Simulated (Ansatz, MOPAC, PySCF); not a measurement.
Molecule: C$_{4}$H$_{7}$ (charge 0, doublet). SMILES: [CH]1CCC1
Geometry from a B3LYP-D3(BJ)/def2-TZVP (Ansatz, a quantum-chemistry and plane-wave program) optimisation:
```xyz
11

C      0.0032     1.0772     0.0514
C     -0.0031    -1.0443    -0.0498
C     -1.0998     0.0655    -0.0041
C      1.1001     0.0583     0.0100
H      0.0064     2.1573     0.1030
H      0.0008    -1.6362    -0.9638
H     -0.0108    -1.7205     0.8036
H     -1.7591     0.0286     0.8712
H     -1.7475     0.1125    -0.8876
H      1.7479     0.0171     0.8938
H      1.7595     0.1010    -0.8650
```
Charge 0, spin multiplicity 2.

Unscaled harmonic wavenumbers (cm⁻¹) in rising order, each level at the stationary point that it reaches from this structure (no distance between atoms moves by over 0.3 Å); the order of modes can differ between levels, and a negative number is imaginary. B3LYP-D3(BJ)/def2-TZVP (PySCF, at the structure above): 82, 261, 744, 748, 801, 902, 904, 968, 1001, 1013, 1040, 1186, 1207, 1218, 1255, 1283, 1312, 1457, 1466, 1498, 2984, 2987, 3000, 3004, 3070, 3117, 3190.

AM1 (MOPAC): 243, 466, 798, 816, 817, 960, 999, 1006, 1058, 1076, 1085, 1146, 1188, 1269, 1269, 1338, 1351, 1392, 1413, 1442, 3075, 3079, 3115, 3143, 3144, 3168, 3326. Zero-point energy 61.7 against 59.6 kcal/mol; where all levels lie over 400 cm⁻¹, the wavenumbers are on average 1.030 times those of B3LYP-D3(BJ)/def2-TZVP.

PM6 (MOPAC): 209, 545, 698, 785, 787, 943, 983, 990, 1026, 1055, 1057, 1099, 1140, 1202, 1224, 1267, 1270, 1276, 1299, 1330, 2682, 2690, 2713, 2759, 2762, 2769, 2803. Zero-point energy 56.3 against 59.6 kcal/mol; where all levels lie over 400 cm⁻¹, the wavenumbers are on average 0.957 times those of B3LYP-D3(BJ)/def2-TZVP.

PM7 (MOPAC): 216, 553, 747, 816, 820, 934, 973, 1008, 1011, 1069, 1075, 1124, 1158, 1203, 1241, 1294, 1299, 1321, 1336, 1364, 2678, 2685, 2712, 2760, 2763, 2771, 2804. Zero-point energy 56.8 against 59.6 kcal/mol; where all levels lie over 400 cm⁻¹, the wavenumbers are on average 0.971 times those of B3LYP-D3(BJ)/def2-TZVP.

HF/3-21G (Ansatz): 56, 172, 790, 819, 885, 908, 916, 976, 1027, 1098, 1133, 1300, 1316, 1350, 1382, 1404, 1410, 1622, 1623, 1651, 3204, 3208, 3242, 3245, 3257, 3312, 3377. Zero-point energy 63.9 against 59.6 kcal/mol; where all levels lie over 400 cm⁻¹, the wavenumbers are on average 1.075 times those of B3LYP-D3(BJ)/def2-TZVP.
